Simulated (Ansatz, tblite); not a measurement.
# The cluster MgS₂−: a ladder of methods and basis sets

The task here is to estimate one member of a computed series from the others.

Program: Ansatz 0.2.0, Gaussian basis. Level of theory: as each input shows. These are calculated values, not measurements.

The runs, in order: GFN1-xTB, GFN2-xTB, PBE-D4/def2-TZVPD, r2SCAN-D4/def2-TZVPD, LC-ωPBE/def2-TZVPD, BLYP-D4/def2-TZVPD, r2SCAN0-D4/def2-TZVPD, revPBE-D4/def2-TZVPD, CAM-B3LYP-D4/def2-TZVPD, PBE-D4/def2-SVPD, PBE0-D4/def2-SVPD, HF/STO-3G, HF/6-31G, B3LYP-D4/6-31G, CCSD(T)/def2-TZVPPD, MP2/def2-TZVPD, RPA/def2-TZVPD.

**The structure**

The doublet was relaxed beforehand with PBE0-D4/def2-TZVPD. At that level it is the lowest of the isomers that a small search found.

3 atoms, charge -1, spin multiplicity 2.

Bond lengths: Mg1–S2 2.349 Å, Mg1–S3 2.349 Å, S2–S3 2.168 Å. Angles: S2–Mg1–S3 55.0°, Mg1–S2–S3 62.5°, Mg1–S3–S2 62.5°.

The ion is computed in the gas phase, without counter-ions or solvent.

PBE0-D4/def2-TZVPD was run before; its log isn't repeated, and its numbers join the tables.

Set-up of the first run:

Tight binding, by tblite at 300 K electronic temperature and without a spin-polarisation term:

```python
tblite.interface.Calculator('GFN1-xTB', numbers, positions, charge=-1, uhf=1).singlepoint()
```

Tight binding, by tblite at 300 K electronic temperature and without a spin-polarisation term:

```python
tblite.interface.Calculator('GFN2-xTB', numbers, positions, charge=-1, uhf=1).singlepoint()
```

start.molden holds the orbitals of an earlier run on this state, given as this run's starting guess.

Input file in.yaml:

```yaml
crystal:
  periodic: [false, false, false]
  atoms:
    - {symbol: Mg, position_ang: [-0.671569, 0.281577, -1.182763]}
    - {symbol: S, position_ang: [0.898798, -0.917759, 0.086675]}
    - {symbol: S, position_ang: [-0.227229, 0.636191, 1.096088]}
basis:
  gaussian: {orbitals: def2-TZVPD, initial_orbitals: start.molden}
total_charge: -1
magnetization: {spin_polarized: true, initial_magnetization: 1}
hamiltonian: {xc: pbe, dispersion: d4}
scf: {omitted_lower_state_checks: [starts]}
output: {orbitals: {seedname: orbitals}}
```

On the command line:

```
$ ansatz run in.yaml --threads 4 --pin off --events-out ev --progress --plain --max-ram 3916MiB
```

Steps of the session up to this table: PBE-D4/def2-TZVPD; r2SCAN-D4/def2-TZVPD; LC-ωPBE/def2-TZVPD; BLYP-D4/def2-TZVPD; r2SCAN0-D4/def2-TZVPD; revPBE-D4/def2-TZVPD; CAM-B3LYP-D4/def2-TZVPD; PBE-D4/def2-SVPD; PBE0-D4/def2-SVPD; HF/STO-3G; HF/6-31G; B3LYP-D4/6-31G; CCSD(T)/def2-TZVPPD; MP2/def2-TZVPD; RPA/def2-TZVPD.

One table of the session follows, with a row left open; its other results are not shown here.

```
                  level  LUMO (eV)  gap (eV)
              HF/STO-3G      15.10     10.56
               HF/6-31G       4.44      7.35
       PBE-D4/def2-SVPD       1.15      0.65
      PBE-D4/def2-TZVPD       1.18      0.68
   revPBE-D4/def2-TZVPD       1.24      0.70
     BLYP-D4/def2-TZVPD       1.22      0.56
   r2SCAN-D4/def2-TZVPD          ?         ?
         B3LYP-D4/6-31G       1.63      1.59
      PBE0-D4/def2-SVPD       1.80      2.33
     PBE0-D4/def2-TZVPD       1.84      2.35
  r2SCAN0-D4/def2-TZVPD       1.64      2.25
CAM-B3LYP-D4/def2-TZVPD       2.36      4.06
     LC-ωPBE/def2-TZVPD       3.36      6.32
```

Estimate the missing values for r2SCAN-D4/def2-TZVPD.

**Answer.** LUMO (eV): 1.35; gap (eV): 0.99. In the column «LUMO (eV)» it lies between revPBE-D4/def2-TZVPD (1.24) and B3LYP-D4/6-31G (1.63).
